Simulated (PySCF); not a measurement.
# C₂H₁₀N₂ (+2): NMR shifts at several levels of theory

How much do the NMR shifts of C₂H₁₀N₂ (+2) (`[NH3+]CC[NH3+]`) depend on the level of theory, and what does each level cost?

Programs: PySCF 2.14.0, with density-fitted response routines of our own. Each step states its level of theory. These are calculated values for one molecule in the gas phase, unless marked as measured. Atoms count from 0, in the outputs and in this text.

**1. The starting structure**

14 atoms, charge 2, multiplicity 1; geometry from: GFN2-xTB.

Bonds of the start (Å): N0–C1 1.49, C1–C2 1.54, C2–N3 1.49, N0–H4 1.03, N0–H5 1.03, N0–H6 1.03, C1–H7 1.09, C1–H8 1.09, C2–H9 1.09, C2–H10 1.09, N3–H11 1.03, N3–H12 1.03, N3–H13 1.03.

**2. Optimising the geometry at PBE0-D3(BJ)/def2-SVP**

The job: settings as JSON, then the geometry in Å.

```
{"job": {"xc": "PBE0", "basis": "def2-SVP", "d3": "d3bj", "grid": 1, "kind": "geom"}, "charge": 2, "multiplicity": 1}
N     -1.787770    -0.110080    -0.659820
C     -0.692460     0.011780     0.336830
C      0.692460    -0.011450    -0.336860
N      1.787780     0.109800     0.659840
H     -1.740040    -0.995890    -1.188630
H     -2.706180    -0.092960    -0.184630
H     -1.786140     0.666710    -1.340740
H     -0.833360     0.949610     0.883540
H     -0.784350    -0.818010     1.045250
H      0.784350     0.818010    -1.045250
H      0.833360    -0.949610    -0.883540
H      1.786140    -0.666710     1.340740
H      1.740040     0.995890     1.188630
H      2.706240     0.090930     0.184820
```

Output:

```text
step   0  E = -190.73561337  max force = 0.013144
step   1  E = -190.73633159  max force = 0.004463
step   2  E = -190.73636787  max force = 0.000395
step   3  E = -190.73636832  max force = 0.000146
optimisation converged
```

It took 45 s on 4 threads of Intel Xeon at 2.10GHz (Emerald Rapids), shared host.

Relaxation path:

```csv
step,energy from step 0 (eV),largest force component (eV/Å)
0,0.0000,0.6759
1,-0.0195,0.2295
2,-0.0205,0.0203
3,-0.0205,0.0075
```

Close pairs (by a distance rule), those that changed most:

```csv
bond,before (Å),after (Å),change (Å)
C1–C2,1.540,1.530,-0.010
C2–N3,1.486,1.494,+0.008
N0–C1,1.486,1.494,+0.008
C1–H7,1.095,1.101,+0.007
C2–H9,1.095,1.101,+0.007
C2–H10,1.095,1.101,+0.006
C1–H8,1.095,1.101,+0.006
N3–H11,1.033,1.033,+0.001
```

The end geometry stands in the next job.

```csv
at the end point,value
point group (found at 0.08 Å tolerance),C2h
"rotational constants (GHz, main isotopes)","23.858, 3.412, 3.212"
```

**3. Nuclear shieldings: PBE0/pcSseg-2**

The job: settings as JSON, then the geometry in Å.

```
{"job": {"kind": "nmr", "xc": "PBE0", "basis": "pcSseg-2", "pop": false}, "charge": 2, "multiplicity": 1}
N     -1.789666    -0.114550    -0.662104
C     -0.686360     0.010608     0.337516
C      0.686370    -0.010893    -0.337489
N      1.789676     0.114269     0.662129
H     -1.760188    -0.997799    -1.197453
H     -2.709228    -0.098146    -0.189065
H     -1.809382     0.656102    -1.350119
H     -0.858377     0.951398     0.883591
H     -0.805505    -0.822587     1.047744
H      0.805513     0.822303    -1.047717
H      0.858386    -0.951682    -0.883565
H      1.809148    -0.656156     1.350405
H      1.760431     0.997707     1.197180
H      2.709251     0.097446     0.189128
```

Method: GIAO PBE0/pcSseg-2 NMR shielding, non-relativistic, gas phase.

Output:

```text
coarse grid: 10496 points
cycle   1  E = -190.9207825421  dE =  9.230e-01  |g| = 2.487e-01  |ddm| = 2.163e+00
cycle   2  E = -190.9324735681  dE = -1.169e-02  |g| = 2.101e-01  |ddm| = 3.016e-01
cycle   3  E = -190.9407059487  dE = -8.232e-03  |g| = 5.402e-02  |ddm| = 1.075e-01
cycle   4  E = -190.9412110338  dE = -5.051e-04  |g| = 7.139e-03  |ddm| = 2.257e-02
cycle   5  E = -190.9412198646  dE = -8.831e-06  |g| = 3.378e-03  |ddm| = 5.261e-03
cycle   6  E = -190.9412225825  dE = -2.718e-06  |g| = 3.788e-04  |ddm| = 2.320e-03
final grid: 98120 points
cycle   7  E = -190.9412311272  dE = -1.015e-04  |g| = 8.175e-03  |ddm| = 3.616e-02
cycle   8  E = -190.9412282995  dE =  2.828e-06  |g| = 9.085e-03  |ddm| = 8.695e-03
cycle   9  E = -190.9412458882  dE = -1.759e-05  |g| = 4.220e-04  |ddm| = 4.492e-03
cycle  10  E = -190.9412459106  dE = -2.236e-08  |g| = 2.298e-04  |ddm| = 3.202e-04
cycle  11  E = -190.9412459213  dE = -1.070e-08  |g| = 4.743e-05  |ddm| = 1.304e-04
cycle  12  E = -190.9412459218  dE = -4.757e-10  |g| = 1.987e-06  |ddm| = 2.848e-05
converged SCF energy = -190.9412459218

GIAO shielding tensors (ppm)
atom      isotropic    diamagn.    paramagn.     s11        s22        s33       span
  0 N      216.389     305.636     -89.247    208.792    211.851    228.524     19.732
  1 C      141.323     246.151    -104.828    117.447    137.492    169.031     51.585
  2 C      141.324     246.151    -104.828    117.447    137.493    169.031     51.585
  3 N      216.389     305.636     -89.247    208.792    211.851    228.524     19.732
  4 H       26.177      25.972       0.204     19.533     22.293     36.704     17.171
  5 H       25.552      23.280       2.272     18.586     20.964     37.105     18.519
  6 H       26.176      25.974       0.202     19.532     22.292     36.703     17.171
  7 H       27.377      30.555      -3.178     22.437     27.211     32.484     10.047
  8 H       27.378      30.554      -3.176     22.438     27.211     32.485     10.047
  9 H       27.378      30.555      -3.177     22.438     27.211     32.485     10.047
 10 H       27.377      30.555      -3.177     22.437     27.211     32.484     10.047
 11 H       26.176      25.974       0.202     19.532     22.293     36.703     17.170
 12 H       26.176      25.972       0.204     19.533     22.292     36.705     17.172
 13 H       25.552      23.280       2.272     18.586     20.964     37.105     18.519
```

Run time: 75 s. Hardware: 4 threads of Intel Xeon at 2.10GHz (Emerald Rapids), shared host.

Shifts follow as δ = σ(reference) − σ, with reference shieldings (ppm) from runs at the same level and on the same kind of geometry: ¹H TMS 31.25, ¹³C TMS 184.1, ¹⁵N NH3 261.7. The references are single molecules in the gas phase, so shifts against H2O, NH3, PH3, H3PO4 or CFCl3 are not on the usual liquid scales and can be off by tens of ppm. Atoms listed in one row are averaged.

```csv
atoms,environment,σ (ppm),δ (ppm)
"C1, C2",sp3 CH2 bonded to N,141.3,42.8
"H4, H5, H6, H11, H12, H13",hydrogen on an ammonium nitrogen,25.97,5.28
"H7, H8, H9, H10",hydrogen on an sp3 CH2 bonded to N,27.38,3.87
"N0, N3",ammonium nitrogen,216.4,45.3
```

**4. Shielding tensors: PBE/pcSseg-2**

The job, as its differences from that of step 3:

```diff
@@ -1,2 +1,2 @@
-{"job": {"kind": "nmr", "xc": "PBE0", "basis": "pcSseg-2", "pop": false}, "charge": 2, "multiplicity": 1}
+{"job": {"kind": "nmr", "xc": "PBE", "basis": "pcSseg-2", "pop": false}, "charge": 2, "multiplicity": 1}
 N     -1.789666    -0.114550    -0.662104
```

Level: GIAO PBE/pcSseg-2 NMR shielding, non-relativistic, gas phase.

Output:

```text
coarse grid: 10496 points
cycle   1  E = -190.9009147119  dE =  7.837e-01  |g| = 2.316e-01  |ddm| = 2.170e+00
cycle   2  E = -190.9048084886  dE = -3.894e-03  |g| = 1.933e-01  |ddm| = 3.073e-01
cycle   3  E = -190.9127600288  dE = -7.952e-03  |g| = 8.106e-02  |ddm| = 1.604e-01
cycle   4  E = -190.9142216880  dE = -1.462e-03  |g| = 1.014e-02  |ddm| = 4.369e-02
cycle   5  E = -190.9142341373  dE = -1.245e-05  |g| = 6.720e-03  |ddm| = 7.835e-03
cycle   6  E = -190.9142433121  dE = -9.175e-06  |g| = 5.845e-04  |ddm| = 3.010e-03
final grid: 98120 points
cycle   7  E = -190.9166637292  dE = -1.472e-04  |g| = 1.489e-02  |ddm| = 5.139e-02
cycle   8  E = -190.9166040021  dE =  5.973e-05  |g| = 2.223e-02  |ddm| = 1.897e-02
cycle   9  E = -190.9167127737  dE = -1.088e-04  |g| = 1.023e-03  |ddm| = 1.130e-02
cycle  10  E = -190.9167129195  dE = -1.458e-07  |g| = 5.016e-04  |ddm| = 6.938e-04
cycle  11  E = -190.9167129731  dE = -5.359e-08  |g| = 5.495e-05  |ddm| = 2.652e-04
cycle  12  E = -190.9167129738  dE = -6.288e-10  |g| = 5.949e-06  |ddm| = 3.583e-05
converged SCF energy = -190.9167129738

GIAO shielding tensors (ppm)
atom      isotropic    diamagn.    paramagn.     s11        s22        s33       span
  0 N      209.653     304.962     -95.309    201.125    203.966    223.868     22.744
  1 C      135.198     246.128    -110.929    110.442    131.858    163.295     52.853
  2 C      135.198     246.128    -110.929    110.442    131.858    163.295     52.853
  3 N      209.653     304.962     -95.309    201.124    203.966    223.868     22.744
  4 H       26.232      26.072       0.160     19.849     22.496     36.350     16.500
  5 H       25.590      23.508       2.083     18.843     21.219     36.709     17.866
  6 H       26.231      26.073       0.158     19.849     22.496     36.348     16.500
  7 H       27.330      30.567      -3.237     22.568     27.305     32.118      9.551
  8 H       27.331      30.567      -3.236     22.569     27.305     32.120      9.551
  9 H       27.331      30.567      -3.236     22.569     27.305     32.119      9.551
 10 H       27.330      30.567      -3.236     22.568     27.305     32.119      9.551
 11 H       26.231      26.073       0.158     19.849     22.497     36.348     16.499
 12 H       26.231      26.072       0.160     19.849     22.495     36.350     16.501
 13 H       25.590      23.508       2.083     18.843     21.219     36.709     17.866
```

Run time: 68 s. Hardware: 4 threads of Intel Xeon at 2.10GHz (Emerald Rapids), shared host.

This run: δ C1 44.2, N0 51.4, H4 5.16, H7 3.85 ppm (means over like atoms).

**5. Nuclear shieldings: wB97X-D/pcSseg-2**

The job, as its differences from that of step 4:

```diff
@@ -1,2 +1,2 @@
-{"job": {"kind": "nmr", "xc": "PBE", "basis": "pcSseg-2", "pop": false}, "charge": 2, "multiplicity": 1}
+{"job": {"kind": "nmr", "xc": "wB97X-D", "basis": "pcSseg-2", "pop": false}, "charge": 2, "multiplicity": 1}
 N     -1.789666    -0.114550    -0.662104
```

With the program's defaults for keys left out, this is: GIAO wB97X-D/pcSseg-2 NMR shielding, non-relativistic, gas phase.

Output:

```text
coarse grid: 10496 points
cycle   1  E = -191.0614515238  dE =  1.085e+00  |g| = 3.737e-01  |ddm| = 2.179e+00
cycle   2  E = -191.0959300127  dE = -3.448e-02  |g| = 2.764e-01  |ddm| = 3.921e-01
cycle   3  E = -191.1100889626  dE = -1.416e-02  |g| = 4.479e-02  |ddm| = 1.312e-01
cycle   4  E = -191.1105312460  dE = -4.423e-04  |g| = 1.318e-02  |ddm| = 4.777e-02
cycle   5  E = -191.1105686574  dE = -3.741e-05  |g| = 4.829e-03  |ddm| = 1.040e-02
cycle   6  E = -191.1105738377  dE = -5.180e-06  |g| = 3.152e-04  |ddm| = 3.596e-03
final grid: 98120 points
cycle   7  E = -191.1134742122  dE = -2.335e-04  |g| = 7.743e-03  |ddm| = 6.905e-02
cycle   8  E = -191.1134797947  dE = -5.583e-06  |g| = 6.390e-03  |ddm| = 9.210e-03
cycle   9  E = -191.1134875309  dE = -7.736e-06  |g| = 4.689e-04  |ddm| = 2.927e-03
cycle  10  E = -191.1134875750  dE = -4.413e-08  |g| = 2.764e-04  |ddm| = 6.465e-04
cycle  11  E = -191.1134875919  dE = -1.694e-08  |g| = 4.163e-05  |ddm| = 1.884e-04
cycle  12  E = -191.1134875924  dE = -5.147e-10  |g| = 6.389e-06  |ddm| = 4.352e-05
converged SCF energy = -191.1134875924

GIAO shielding tensors (ppm)
atom      isotropic    diamagn.    paramagn.     s11        s22        s33       span
  0 N      216.965     305.201     -88.236    209.781    212.964    228.150     18.370
  1 C      141.493     246.211    -104.718    117.542    137.252    169.686     52.144
  2 C      141.493     246.211    -104.718    117.542    137.252    169.686     52.144
  3 N      216.965     305.201     -88.236    209.781    212.964    228.150     18.370
  4 H       26.275      26.064       0.211     19.627     22.421     36.778     17.152
  5 H       25.679      23.441       2.239     18.745     21.079     37.213     18.468
  6 H       26.274      26.061       0.213     19.625     22.419     36.776     17.151
  7 H       27.488      30.542      -3.055     22.553     27.319     32.591     10.038
  8 H       27.489      30.542      -3.053     22.554     27.320     32.591     10.037
  9 H       27.488      30.542      -3.053     22.555     27.320     32.591     10.037
 10 H       27.488      30.542      -3.054     22.553     27.320     32.591     10.038
 11 H       26.274      26.061       0.213     19.625     22.420     36.776     17.151
 12 H       26.275      26.064       0.211     19.626     22.420     36.778     17.152
 13 H       25.679      23.441       2.239     18.745     21.079     37.213     18.468
```

Wall time 76 s (4 threads of Intel Xeon at 2.10GHz (Emerald Rapids), shared host).

In short: δ C1 42.9, N0 43.1, H4 5.28, H7 3.87 ppm (means over like atoms).

**6. Shielding tensors: KT2/pcSseg-2**

The job, as its differences from that of step 5:

```diff
@@ -1,2 +1,2 @@
-{"job": {"kind": "nmr", "xc": "wB97X-D", "basis": "pcSseg-2", "pop": false}, "charge": 2, "multiplicity": 1}
+{"job": {"kind": "nmr", "xc": "KT2", "basis": "pcSseg-2", "pop": false}, "charge": 2, "multiplicity": 1}
 N     -1.789666    -0.114550    -0.662104
```

Method: GIAO KT2/pcSseg-2 NMR shielding, non-relativistic, gas phase.

Output:

```text
coarse grid: 10496 points
cycle   1  E = -194.2606053667  dE =  8.126e-01  |g| = 2.093e-01  |ddm| = 2.135e+00
cycle   2  E = -194.2679540614  dE = -7.349e-03  |g| = 1.256e-01  |ddm| = 2.918e-01
cycle   3  E = -194.2709177103  dE = -2.964e-03  |g| = 6.952e-02  |ddm| = 1.275e-01
cycle   4  E = -194.2720552985  dE = -1.138e-03  |g| = 8.003e-03  |ddm| = 4.172e-02
cycle   5  E = -194.2720650619  dE = -9.763e-06  |g| = 4.176e-03  |ddm| = 5.881e-03
cycle   6  E = -194.2720687461  dE = -3.684e-06  |g| = 6.714e-04  |ddm| = 2.219e-03
final grid: 98120 points
cycle   7  E = -194.2772232520  dE = -3.867e-04  |g| = 4.914e-03  |ddm| = 1.334e-01
cycle   8  E = -194.2772213573  dE =  1.895e-06  |g| = 4.667e-03  |ddm| = 5.315e-03
cycle   9  E = -194.2772263916  dE = -5.034e-06  |g| = 1.140e-03  |ddm| = 3.644e-03
cycle  10  E = -194.2772267183  dE = -3.267e-07  |g| = 1.884e-04  |ddm| = 7.913e-04
cycle  11  E = -194.2772267250  dE = -6.737e-09  |g| = 6.990e-05  |ddm| = 1.234e-04
cycle  12  E = -194.2772267260  dE = -9.463e-10  |g| = 1.226e-05  |ddm| = 3.267e-05
converged SCF energy = -194.2772267260

GIAO shielding tensors (ppm)
atom      isotropic    diamagn.    paramagn.     s11        s22        s33       span
  0 N      212.216     304.534     -92.318    203.857    206.995    225.795     21.937
  1 C      138.536     245.861    -107.326    114.245    135.145    166.217     51.972
  2 C      138.536     245.861    -107.325    114.245    135.145    166.217     51.972
  3 N      212.216     304.534     -92.318    203.857    206.995    225.795     21.937
  4 H       26.171      26.156       0.015     19.775     22.420     36.319     16.544
  5 H       25.513      23.639       1.874     18.761     21.141     36.637     17.876
  6 H       26.170      26.158       0.013     19.774     22.419     36.317     16.543
  7 H       27.274      30.256      -2.982     22.511     27.221     32.091      9.580
  8 H       27.275      30.256      -2.981     22.512     27.221     32.092      9.580
  9 H       27.275      30.256      -2.981     22.512     27.220     32.092      9.579
 10 H       27.274      30.256      -2.982     22.511     27.221     32.091      9.580
 11 H       26.171      26.158       0.013     19.775     22.420     36.317     16.543
 12 H       26.171      26.156       0.015     19.775     22.419     36.319     16.544
 13 H       25.513      23.639       1.874     18.761     21.141     36.637     17.876
```

Run time: 58 s. Hardware: 4 threads of Intel Xeon at 2.10GHz (Emerald Rapids), shared host.

Key values: δ C1 43.7, N0 47.9, H4 5.23, H7 3.90 ppm (means over like atoms).

**7. NMR shieldings: HF/pcSseg-2**

The job, as its differences from that of step 6:

```diff
@@ -1,2 +1,2 @@
-{"job": {"kind": "nmr", "xc": "KT2", "basis": "pcSseg-2", "pop": false}, "charge": 2, "multiplicity": 1}
+{"job": {"kind": "nmr", "xc": "HF", "basis": "pcSseg-2", "pop": false}, "charge": 2, "multiplicity": 1}
 N     -1.789666    -0.114550    -0.662104
```

Level: GIAO HF/pcSseg-2 NMR shielding, non-relativistic, gas phase.

Output:

```text
final grid: 98120 points
cycle   1  E = -189.7938576703  dE =  1.354e+00  |g| = 6.430e-01  |ddm| = 2.182e+00
cycle   2  E = -189.9081210968  dE = -1.143e-01  |g| = 3.137e-01  |ddm| = 5.236e-01
cycle   3  E = -189.9269132259  dE = -1.879e-02  |g| = 4.887e-02  |ddm| = 1.664e-01
cycle   4  E = -189.9277726406  dE = -8.594e-04  |g| = 9.062e-03  |ddm| = 5.197e-02
cycle   5  E = -189.9277998830  dE = -2.724e-05  |g| = 3.344e-03  |ddm| = 7.931e-03
cycle   6  E = -189.9278029747  dE = -3.092e-06  |g| = 6.318e-04  |ddm| = 2.578e-03
cycle   7  E = -189.9278031799  dE = -2.052e-07  |g| = 1.420e-04  |ddm| = 9.045e-04
cycle   8  E = -189.9278031924  dE = -1.248e-08  |g| = 2.551e-05  |ddm| = 2.404e-04
cycle   9  E = -189.9278031928  dE = -3.975e-10  |g| = 4.663e-06  |ddm| = 4.089e-05
converged SCF energy = -189.9278031928

GIAO shielding tensors (ppm)
atom      isotropic    diamagn.    paramagn.     s11        s22        s33       span
  0 N      227.464     304.377     -76.913    221.998    225.223    235.173     13.175
  1 C      151.727     243.050     -91.323    130.594    147.270    177.318     46.724
  2 C      151.727     243.050     -91.323    130.594    147.270    177.318     46.724
  3 N      227.464     304.377     -76.913    221.998    225.222    235.173     13.175
  4 H       26.279      25.966       0.313     19.247     22.143     37.446     18.199
  5 H       25.657      23.189       2.468     18.377     20.728     37.865     19.489
  6 H       26.278      25.966       0.312     19.246     22.143     37.444     18.198
  7 H       27.776      30.584      -2.808     22.620     27.397     33.311     10.691
  8 H       27.776      30.583      -2.806     22.621     27.397     33.312     10.691
  9 H       27.776      30.583      -2.807     22.621     27.396     33.311     10.691
 10 H       27.776      30.584      -2.807     22.620     27.397     33.311     10.691
 11 H       26.278      25.966       0.312     19.246     22.144     37.444     18.198
 12 H       26.278      25.966       0.313     19.247     22.142     37.446     18.199
 13 H       25.657      23.189       2.468     18.377     20.728     37.865     19.489
```

It took 31 s on 4 threads of Intel Xeon at 2.10GHz (Emerald Rapids), shared host.

In short: δ C1 39.7, N0 33.3, H4 5.61, H7 3.91 ppm (means over like atoms).

**8. Run by run: NMR shifts**

Shifts (ppm), means over like atoms, with basis size and wall time:

```csv
run,C1,H4,H7,N0,functions,time
PBE0/pcSseg-2,42.8,5.28,3.87,45.3,284,75 s
PBE/pcSseg-2,44.2,5.16,3.85,51.4,284,68 s
wB97X-D/pcSseg-2,42.9,5.28,3.87,43.1,284,76 s
KT2/pcSseg-2,43.7,5.23,3.90,47.9,284,58 s
HF/pcSseg-2,39.7,5.61,3.91,33.3,284,31 s
```

**9. Outcome**

```
                                                               quantity                  value
                                                            point group                    C2h
                                   rotational constants (main isotopes)  23.86, 3.41, 3.21 GHz
¹³C shifts against TMS (PBE0/pcSseg-2, means over atoms taken as alike)               42.8 ppm
 ¹H shifts against TMS (PBE0/pcSseg-2, means over atoms taken as alike)         5.28, 3.87 ppm
¹⁵N shifts against NH3 (PBE0/pcSseg-2, means over atoms taken as alike)               45.3 ppm
                                               range of the shift of N0       33.3 to 51.4 ppm
```

Single values in the summary come from the first run of each kind that ended normally (PBE0/pcSseg-2), which need not be the best level. Over 3 steps the energy fell by 0.021 eV; of the close pairs, C1–C2 changed most, 1.540 to 1.530 Å. At PBE0/pcSseg-2: Shielding is most anisotropic at C1, C2 (span 52 ppm, paramagnetic term -105 ppm). Across the 5 runs the shift of N0 (with its like atoms) moves most, between 33.3 (HF/pcSseg-2) and 51.4 ppm (PBE/pcSseg-2).
